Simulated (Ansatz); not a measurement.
# CH4S (triplet): wave-function methods side by side at distance C1–H5 along a hydrogen transfer = 1.013 Å, cc-pVDZ

An exercise on one series of results from a longer session: the logs are not shown, and one member is left open.

Computed with Ansatz 0.2.0, Gaussian basis. Level: cc-pVDZ, core rule «outside noble gas», up to 6 orbitals frozen.

Plan: UHF; CCSD(T) on ROHF; CCSD(T) on UHF; BCCD(T) on ROHF; CISD; CCSDT(Q) on ROHF; CCSDT(Q) on UHF; CASSCF and MRCISD+Q, 4 electrons in 4 orbitals; CASSCF and NEVPT2, 4 electrons in 4 orbitals.

7 further runs of the same task are left out: 7 that didn't finish.

### The geometry

The geometry derives from fragments relaxed apart (PBE0/def2-TZVP) and kept rigid, so it is no stationary point. A hydrogen atom is moved between rigid fragments.

6 atoms, charge 0, spin multiplicity 3.

Atoms are counted from 1 here; the program's logs count them from 0.

Bond lengths: C1–H2 1.090 Å, C1–H3 1.090 Å, C1–H4 1.090 Å, C1–H5 1.013 Å. Angles: H2–C1–H3 109.5°, H2–C1–H4 109.5°, H2–C1–H5 109.5°, H3–C1–H4 109.5°, H3–C1–H5 109.5°, H4–C1–H5 109.5°.

Set-up of the first run:

in.yaml reads:

```yaml
crystal:
  periodic: [false, false, false]
  atoms:
    - {symbol: C, position_ang: [-1.884671, 0.000000, 0.000000]}
    - {symbol: H, position_ang: [-2.247877, 1.027301, 0.000000]}
    - {symbol: H, position_ang: [-2.247877, -0.513650, 0.889668]}
    - {symbol: H, position_ang: [-2.247877, -0.513650, -0.889669]}
    - {symbol: H, position_ang: [-0.871671, 0.000000, 0.000000]}
    - {symbol: S, position_ang: [0.945329, 0.000000, 0.000000]}
basis:
  gaussian: {orbitals: cc-pVDZ}
magnetization: {spin_polarized: true, initial_magnetization: 2}
hamiltonian: {xc: hf}
output: {orbitals: {seedname: orbitals}}
```

On the command line:

```bash
$ ansatz run in.yaml --threads 1 --pin off --events-out ev --progress --plain --max-ram 2393MiB
```

Among the steps run: UHF; CCSD(T) on ROHF; CCSD(T) on UHF; BCCD(T) on ROHF; CISD; CCSDT(Q) on ROHF; CCSDT(Q) on UHF; CASSCF and MRCISD+Q, 4 electrons in 4 orbitals; CASSCF and NEVPT2, 4 electrons in 4 orbitals.

One of the session's tables, all rows but one given; the rest of the session is left out.

It belongs to the step «Misses and costs». 

```
       method  from UCCSDT(Q) (kcal/mol)
         ROHF                    +191.44
          UHF                    +188.44
         RMP2                     +29.25
         UMP2                     +29.80
         CISD                     +19.91
        RCCSD                      +4.27
        UCCSD                      +4.19
     RCCSD(T)                      +0.64
     UCCSD(T)                      +0.63
      BCCD(T)                      +0.64
       RCCSDT                      +0.20
       UCCSDT                      +0.19
    RCCSDT(Q)                      +0.01
    UCCSDT(Q)                          0
  CASSCF pair                    +181.84
  NEVPT2 pair                          ?
  MRCISD pair                     +18.38
MRCISD+Q pair                      +1.33
```

**Question.** Estimate the row for NEVPT2 pair.

**Answer.** from UCCSDT(Q) (kcal/mol): +29.46. In the column «from UCCSDT(Q) (kcal/mol)» it lies between RMP2 (+29.25) and UMP2 (+29.80).

To keep in mind: Restricted and unrestricted rows rest on different reference determinants; where their highest levels disagree by more than a few hundredths of an eV, they describe different states and don't form one ladder.
